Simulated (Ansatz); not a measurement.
Geometry optimisation, UKS B3LYP-D4/def2-SVP in Ansatz.

The input (input.yaml):

```yaml
crystal:
  periodic: [false, false, false]
  atoms:
    - { symbol: F, position_ang: [1.3284, -0.1492, -1.9235] }
    - { symbol: C, position_ang: [-0.5203, 0.0864, 0.4907] }
    - { symbol: O, position_ang: [0.8109, -0.2663, 0.4636] }
    - { symbol: H, position_ang: [-1.1483, -0.7467, 0.8652] }
    - { symbol: H, position_ang: [-0.8962, 0.3685, -0.5011] }
    - { symbol: H, position_ang: [-0.6867, 0.9443, 1.171] }
    - { symbol: H, position_ang: [1.1123, -0.2369, -0.5658] }
total_charge: -1
magnetization:
  spin_polarized: true
basis:
  gaussian: { orbitals: def2-SVP }
hamiltonian:
  xc: b3lyp
  dispersion: d4
relax:
  f_tol: 0.02
  max_steps: 40
```

Launched with:

```bash
$ ansatz run input.yaml --threads 1 --pin off --max-ram 2048MiB --backend cpu --events-out ev --progress --plain --runs-dir out
```

Q: Where does it end, and by what steps?

A: The run converged. Limits of this set-up: an anion without diffuse functions, the dipole of an ion depends on the origin. After 8 steps the energy has fallen by 0.166 eV; H7 moved furthest, 0.16 Å.

```tsv
step	energy less start (eV)	largest force component (eV/Å)	accepted
0	0.0000	1.156	yes
1	-0.0682	0.829	yes
2	-0.1131	0.645	yes
3	-0.1315	0.428	yes
4	-0.1554	0.431	yes
5	-0.1624	0.422	yes
6	-0.1582	0.708	no
7	-0.1662	0.046	yes
8	-0.1663	0.004	yes
```

```xyz
7
Properties=species:S:1:pos:R:3
F 1.317 -0.131 -1.815
C -0.476 0.067 0.506
O 0.822 -0.293 0.483
H -1.199 -0.724 0.891
H -0.886 0.344 -0.504
H -0.724 0.965 1.162
H 1.146 -0.227 -0.722
```

The run took 23 s on 1 thread of Arm Neoverse V1 (shared host), peak memory 0.14 GiB.
